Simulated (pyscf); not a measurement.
Optimised with ωB97X-D3(BJ)/def2-SVP in PySCF.

Question: For O=As–SiH₃ (SMILES O=[As][SiH3]) + H₂ (SMILES [H][H]) → O=AsH (SMILES O=[AsH]) + SiH₄ (SMILES [SiH4]), a four-centre exchange (singlet surface; As–Si, H–H broken, As–H, H–Si formed), PBE/def2-TZVP gives ΔE‡ = 0.73 eV and ΔE = +0.03 eV (zero: the separated reactants). In which direction and how far do B3LYP-D3(BJ)/def2-TZVP, M06-2X/def2-TZVP, ωB97M-D3(BJ)/def2-TZVP move these?

Answer: B3LYP-D3(BJ): ΔE‡ = 1.01 eV, ΔE = -0.04 eV; M06-2X: ΔE‡ = 1.01 eV, ΔE = -0.05 eV; ωB97M-D3(BJ): ΔE‡ = 1.05 eV, ΔE = -0.13 eV. PBE's barrier lies under all of them, by 0.28 to 0.32 eV. Its reaction energy lies over all of them, by 0.07 to 0.16 eV. Low barriers are usual for a GGA, whose delocalisation error favours stretched bonds. O=As–SiH₃ lies 1.84 eV over its isomer HO–SiH=AsH (electronic energy, ωB97M-D3(BJ)/def2-TZVP). O=AsH lies 0.32 eV over its isomer HO–As: [triplet] (electronic energy, ωB97M-D3(BJ)/def2-TZVP). One saddle was located; it need not be the lowest between these sides. Elements up to Kr have no core potential and no relativistic terms here.
